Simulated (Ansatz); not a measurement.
Ansatz results at the PBE0-D4/def2-TZVP geometry: HOMO energy (B3LYP/def2-TZVPP) -6.73 eV; HOMO–LUMO gap (ωB97M-V/def2-TZVPP) 10.87 eV; LUMO energy (PBE0/def2-TZVPP) -0.15 eV.

**Question.** Which molecule gave them?
A. `Cc1ccccc1`
B. `C1=CC=CCC=C1`
C. `CCCOC`
D. `CCCCF`

**Answer.** A. The others give `CCCCF`: -8.86, 14.11, 1.29; `CCCOC`: -7.13, 12.49, 1.29; `C1=CC=CCC=C1`: -6.21, 9.55, -0.95.

B3LYP here is the variant with VWN-RPA as its local correlation; programs differ in this.
